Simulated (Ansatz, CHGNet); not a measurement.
For zinc-blende CdS (metastable phase), the machine-learned potential CHGNet-r²SCAN (trained on r²SCAN data) gives:

- lattice parameter a: 5.890 Å
- TO(Γ) frequency: 115 cm⁻¹
- elastic constant C11: 43.5 GPa
- elastic constant C44: 2.36 GPa
- polycrystal shear modulus: 2.03 GPa

### Question
What does r²SCAN in Ansatz (plane waves, PAW) give for the same quantities?

### Answer

- lattice constant a: 5.878 Å (falls by 0.2 %)
- zone-centre TO phonon frequency: 228 cm⁻¹ (goes up by 98 %)
- elastic constant C11: 72.8 GPa (goes up by 67 %)
- elastic constant C44: 25.8 GPa (increases by 990 %)
- Voigt–Reuss–Hill shear modulus: 17.1 GPa (increases by 740 %)

For comparison: lattice constant a 5.832 Å (measured, room temperature, no zero-point or thermal correction, our sources range from 5.818 to 5.832; as tabulated in arXiv:1206.3780).

Changes are worked out from the printed values.

Unless a cell is named, each level is at its own relaxed cell (CHGNet-r²SCAN 25.55, r²SCAN 25.38 Å³/atom).

Ansatz's density-functional and Hartree–Fock values are scalar-relativistic unless marked +SOC, with PAW data made under PBE.

Ansatz is an electronic-structure program.
